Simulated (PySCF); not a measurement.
Compound: CHF2CH2SH, C2H4F2S.
Cartesian coordinates in Å at the GFN2-xTB level; atoms count from 1:
```
atom  x, y, z in Å
F1    -0.9275    1.2035   -0.7330
C2    -0.9184    0.0815    0.0298
F3    -1.1992    0.4751    1.2887
C4     0.4240   -0.6248   -0.0639
S5     1.8175    0.3977    0.5340
H6    -1.7465   -0.5604   -0.3154
H7     0.6052   -0.9079   -1.1009
H8     0.4118   -1.5112    0.5679
H9     1.5467    1.4525   -0.2323
```

The calculation used PySCF, TDDFT B3LYP/def2-SVPD, vertical, gas phase, core orbitals frozen in the response.

**Question.** What does the calculation give for the low-lying excited states?

**Answer.** 

```json
{"state": "S1", "E (eV)": "5.63", "λ (nm)": "220.0", "f": "0.0008", "|μ| (D)": "0.20", "main configurations (H = HOMO, L = LUMO)": "H→L (81%), H→L+1 (10%)"}
{"state": "S2", "E (eV)": "6.03", "λ (nm)": "205.7", "f": "0.040", "|μ| (D)": "1.32", "main configurations (H = HOMO, L = LUMO)": "H→L+1 (89%), H→L (10%)"}
{"state": "S3", "E (eV)": "6.60", "λ (nm)": "187.8", "f": "0.015", "|μ| (D)": "0.78", "main configurations (H = HOMO, L = LUMO)": "H→L+2 (87%), H→L (9%)"}
{"state": "S4", "E (eV)": "7.21", "λ (nm)": "172.0", "f": "0.016", "|μ| (D)": "0.76", "main configurations (H = HOMO, L = LUMO)": "H→L+3 (98%)"}
{"state": "S5", "E (eV)": "7.54", "λ (nm)": "164.4", "f": "0.016", "|μ| (D)": "0.76", "main configurations (H = HOMO, L = LUMO)": "H→L+4 (95%)"}
{"state": "S6", "E (eV)": "7.85", "λ (nm)": "158.0", "f": "0.027", "|μ| (D)": "0.96", "main configurations (H = HOMO, L = LUMO)": "H→L+5 (97%)"}
{"state": "S7", "E (eV)": "8.01", "λ (nm)": "154.8", "f": "0.0031", "|μ| (D)": "0.32", "main configurations (H = HOMO, L = LUMO)": "H→L+6 (96%)"}
{"state": "S8", "E (eV)": "8.38", "λ (nm)": "148.0", "f": "0.0032", "|μ| (D)": "0.32", "main configurations (H = HOMO, L = LUMO)": "H-1→L (51%), H→L+8 (34%), H→L+9 (9%)"}
```

Triplets (Tamm–Dancoff): T1 5.16 eV, H→L (64%), H→L+1 (23%), H→L+2 (8%); T2 5.62 eV, H→L+1 (70%), H→L (16%), H→L+2 (10%); T3 6.43 eV, H→L+2 (71%), H→L (18%).

The lowest singlet comes at 220 nm (544 kJ/mol) in the ultraviolet; it is very weak; its leading configuration is HOMO→LUMO (81%). The strongest level in the table is S2 at 6.03 eV (206 nm, f = 0.040). Löwdin shares by element: HOMO sulfur 77%, carbon 10% or more, hydrogen 6% or more; LUMO sulfur 49%, hydrogen 16% or more, carbon 14% or more (atoms not listed hold the other 21%). The oscillator strengths of these states sum to 0.122; summed over the whole spectrum of an exact calculation they would give the number of electrons, 50 (Thomas–Reiche–Kuhn). Weighted by f, the mean energy of these states is 6.98 eV. The listed states span 2.74 eV, and the widest gap between neighbours is 0.61 eV (S3 to S4). Only the lowest 8 singlets were computed, as vertical energies without vibronic structure.

Hardware: an x86-64 server with one thread (shared host). Cost: 11 s wall.

One conformer stands for the species.
